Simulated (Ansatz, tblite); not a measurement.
Cost and result up the ladder for PS2 (3 atoms). The state is a doublet with charge 0. Geometry: PBE-D4/def2-TZVP.

```
atom   x (Å)   y (Å)   z (Å)
  P1   0.481  -0.061   0.206
  S2   0.059   1.764  -0.289
  S3  -0.540  -1.703   0.082
```

Ansatz on 2 threads of Arm Neoverse V1 on a shared host; xTB runs through tblite on one thread. Times are rough, summed over both states, and most runs start from the orbitals of an earlier one. CCSD(T)/def2-TZVPP serves as the yardstick here, not as an exact answer. Differences are given only for rows in sets of like size (and for xTB, whose basis is part of the method), since another set adds its own error. The other state is a quartet at its own geometry.

The xTB rows come from tblite. LC-ωPBE has ω = 0.4 bohr⁻¹. B3LYP takes the VWN-RPA correlation. HSE06 is defined as in plane-wave codes, on full-range PBE exchange. Correlated methods freeze 15 core orbitals. In CCSD on the charge 0 quartet the largest single amplitude is 0.18, so its Hartree–Fock determinant may place the open shell otherwise than the density functionals do. The structure comes from a short search, and lower isomers may exist.

Correlated methods converge slowly with the basis.

xTB has no spin-polarisation term.

```csv
level,functions,wall time,quartet − doublet (eV),difference from CCSD(T)/def2-TZVPP (eV),remarks
GFN2-xTB,27,0.006 s,1.92,-0.10,–
HF/6-31G,39,0.7 s,-0.09,–,spin-contaminated (⟨S²⟩ 0.95) (doublet)
B3LYP-D4/6-31G,39,1.6 s,1.35,–,–
LDA (SPW92)/def2-TZVP,111,1.9 s,2.29,0.26,–
MP2/def2-TZVP,111,2.8 s,2.44,0.42,–
PBE-D4/def2-TZVP (with forces),111,3.7 s,2.07,0.04,–
B3LYP-D4/def2-TZVP,111,5.1 s,1.94,-0.09,–
RPA@PBE/def2-TZVP,111,5.1 s,1.99,-0.04,–
HSE06-D4/def2-TZVP,111,5.5 s,1.92,-0.11,–
PBE-QIDH/def2-TZVP,111,9 s,2.02,-0.01,–
LC-ωPBE/def2-TZVP,111,9.9 s,1.70,-0.32,–
PBE0-D4/def2-TZVP,111,10 s,1.91,-0.12,–
r2SCAN-D4/def2-TZVP,111,10 s,1.97,-0.05,–
CCSD(T)/def2-TZVPP,126,22 s,2.03,0.00,–
```
